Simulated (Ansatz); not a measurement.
Compare A (`NCC1CO1`) with its isomer B (`C=C(O)NC`).

Program: Ansatz. Geometries: PBE0-D4/def2-TZVP. ΔE: electronic, gas phase. CBS: MP2 limit from def2 TZ/QZ plus the TZ coupled-cluster correction, frozen cores. DFT in def2-TZVPP. B3LYP here is the variant with VWN-RPA as its local correlation; programs differ in this. Each species was taken in one conformer, which may not be the lowest.

**Question.** Which is lower in electronic energy at CCSD(T)/CBS, and by how much? (An estimate is asked.)

**Answer.** Computed: B, by 17.9 kcal/mol.

**Question.** Give E(B) − E(A) in kcal/mol with CCSD/def2-TZVPP, B2PLYP, PBE-D4, B3LYP-D4, r2SCAN-D4, MP2/def2-TZVPP, PBE0-D4. (Estimate.)

**Answer.** The calculation gave: CCSD/def2-TZVPP -17.2, B2PLYP -19.5, PBE-D4 -18.1, B3LYP-D4 -21.2, r2SCAN-D4 -19.4, MP2/def2-TZVPP -17.0, PBE0-D4 -17.9. None reverses the order clearly.

Largest T1 diagnostic: 0.011.

In def2-TZVPP, CCSD(T) changes the Hartree–Fock value by +3.6 kcal/mol (the triples alone add −0.1 kcal/mol) and MP2 by +3.8 kcal/mol.
